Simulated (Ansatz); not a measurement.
## Nudged elastic band run: AlClH₃

Input:

```yaml
crystal:
  periodic: [false, false, false]
  atoms:
    - { symbol: Al, position_ang: [-0.000803, 0.000314, -0.051449] }
    - { symbol: Cl, position_ang: [-0.005427, 0.003972, 2.050983] }
    - { symbol: H, position_ang: [1.42052, -0.001012, -0.772837] }
    - { symbol: H, position_ang: [-1.41911, -0.001013, -0.778774] }
    - { symbol: H, position_ang: [0.004819, -0.002259, 4.622077] }
magnetization:
  spin_polarized: true
  initial_magnetization: 1
basis:
  gaussian: { orbitals: def2-SVP }
hamiltonian:
  xc: lda
neb:
  order_check: false
  images: 7
  f_tol: 0.05
  max_iterations: 60
  final_atoms:
    - { symbol: Al, position_ang: [0.00021877, -0.00020927, -0.14942296] }
    - { symbol: Cl, position_ang: [-0.00036198, 0.00034681, 2.93619993] }
    - { symbol: H, position_ang: [1.38843094, -0.00036073, -0.98964768] }
    - { symbol: H, position_ang: [-1.38767701, -0.00036075, -0.99017018] }
    - { symbol: H, position_ang: [-0.00061171, 0.00058593, 4.26304089] }
  initial_path:
    images:
      - { positions_ang: [[-0.000803, 0.000314, -0.051449], [-0.005427, 0.003972, 2.050983], [1.42052, -0.001012, -0.772837], [-1.41911, -0.001013, -0.778774], [0.004819, -0.002259, 4.622077]] }
      - { positions_ang: [[-0.00057525, 0.00021001, -0.03858675], [-0.00410941, 0.0030161, 2.15823725], [1.40318781, -0.00080413, -0.7745917], [-1.40203468, -0.00080498, -0.77911654], [0.00353053, -0.001615, 4.50405774]] }
      - { positions_ang: [[-0.00034749, 0.00010602, -0.02572449], [-0.00279182, 0.0020602, 2.26549149], [1.38585562, -0.00059626, -0.7763464], [-1.38495937, -0.00059696, -0.77945908], [0.00224207, -0.000971, 4.38603848]] }
      - { positions_ang: [[-0.00011974, 2.02e-06, -0.01286224], [-0.00147424, 0.0011043, 2.37274574], [1.36852343, -0.00038838, -0.7781011], [-1.36788405, -0.00038894, -0.77980162], [0.0009536, -0.000327, 4.26801922]] }
      - { positions_ang: [[0.00010801, -0.00010197, 1.0e-08], [-0.00015665, 0.0001484, 2.47999998], [1.35119125, -0.00018051, -0.7798558], [-1.35080874, -0.00018092, -0.78014416], [-0.00033487, 0.000317, 4.14999997]] }
      - { positions_ang: [[0.0001357, -0.00012879, -0.03735573], [-0.00020798, 0.000198, 2.59404997], [1.36050117, -0.00022556, -0.83230377], [-1.36002581, -0.00022588, -0.83265066], [-0.00040408, 0.00038423, 4.1782602]] }
      - { positions_ang: [[0.00016339, -0.00015562, -0.07471147], [-0.00025932, 0.00024761, 2.70809996], [1.36981109, -0.00027062, -0.88475174], [-1.36924288, -0.00027084, -0.88515717], [-0.00047329, 0.00045147, 4.20652043]] }
      - { positions_ang: [[0.00019108, -0.00018244, -0.11206722], [-0.00031065, 0.00029721, 2.82214995], [1.37912102, -0.00031567, -0.93719971], [-1.37845994, -0.00031579, -0.93766368], [-0.0005425, 0.0005187, 4.23478066]] }
      - { positions_ang: [[0.00021877, -0.00020927, -0.14942296], [-0.00036198, 0.00034681, 2.93619993], [1.38843094, -0.00036073, -0.98964768], [-1.38767701, -0.00036075, -0.99017018], [-0.00061171, 0.00058593, 4.26304089]] }
```

Command:

```bash
$ ansatz run input.yaml --threads 1 --pin off --max-ram 2048MiB --backend cpu --events-out ev --progress --plain --runs-dir out
```

Output, in part (warnings, iteration lines, the closing report on the highest movable image, with atoms numbered from 0):

```
NEB end point (image 0): max|allowed force component| = 2.247e-2 eV/Å (the criterion of neb.relax_end_points is 1.000e-2)
NEB end point (image 8): max|allowed force component| = 5.537e-3 eV/Å (the criterion of neb.relax_end_points is 1.000e-2)
NEB iter   1: max|band force component| = 2.068e0 eV/Å  barrier→ = 0.7380 eV  barrier← = 0.1355 eV  Δτ_max = 0.1317 Å  (248 SCF iters)
NEB iter   2: max|band force component| = 8.605e-1 eV/Å  barrier→ = 0.6361 eV  barrier← = 0.0336 eV  Δτ_max = 0.0687 Å  (187 SCF iters)
NEB iter   3: max|band force component| = 2.860e-1 eV/Å  barrier→ = 0.6151 eV  barrier← = 0.0127 eV  CI = image 6  Δτ_max = 0.0364 Å  (186 SCF iters)
NEB iter   4: max|band force component| = 5.422e-2 eV/Å  barrier→ = 0.6138 eV  barrier← = 0.0113 eV  CI = image 6  Δτ_max = 0.0151 Å  (173 SCF iters)
NEB iter   5: max|band force component| = 5.842e-2 eV/Å  barrier→ = 0.6138 eV  barrier← = 0.0113 eV  CI = image 6  Δτ_max = 0.0042 Å  (169 SCF iters)
NEB iter   6: max|band force component| = 1.373e-2 eV/Å  barrier→ = 0.6138 eV  barrier← = 0.0113 eV  CI = image 6  Δτ_max = 0.0000 Å  (333 SCF iters)
Total energy: -19089.78933753 eV, -701.5368186302 hartree
Atom 0 at     0.000152    -0.000135    -0.004855 Å, force    -0.000000     0.000023     0.000934 eV/Å
Atom 1 at    -0.000248     0.000246     2.669714 Å, force     0.000000     0.000007    -0.000776 eV/Å
Atom 2 at     1.394876    -0.000267    -0.828713 Å, force     0.000850    -0.000011    -0.000445 eV/Å
Atom 3 at    -1.394326    -0.000268    -0.829131 Å, force    -0.000850    -0.000011    -0.000446 eV/Å
Atom 4 at    -0.000455     0.000427     4.062985 Å, force    -0.000000    -0.000009     0.000733 eV/Å
Dipole moment:    -0.000029     0.000025     0.197912 e Å
```

The forces met the threshold. A vibrational analysis at the climbing image gives 3 clearly imaginary modes (429i, 112i, 64i cm⁻¹): a point of higher order, so a lower path passes nearby.

Final band (atoms are numbered from 1 in the order of the input):

| image | path coordinate (Å) | energy (kJ/mol) | Al1–Cl2 (Å) | Cl2–H5 (Å) |
| --- | --- | --- | --- | --- |
| 0 | 0.00 | 0.0 | 2.10 | 2.57 |
| 1 | 0.17 | 0.8 | 2.10 | 2.38 |
| 2 | 0.34 | 4.0 | 2.11 | 2.18 |
| 3 | 0.51 | 14.2 | 2.15 | 1.96 |
| 4 | 0.68 | 37.4 | 2.28 | 1.73 |
| 5 | 0.85 | 56.3 | 2.47 | 1.53 |
| 6 | 1.02 | 59.2 | 2.67 | 1.39 |
| 7 | 1.24 | 58.5 | 2.89 | 1.35 |
| 8 | 1.45 | 58.1 | 3.09 | 1.33 |

Run time: 38 s on 1 thread of Arm Neoverse V1 (shared host), peak memory 0.1 GiB.
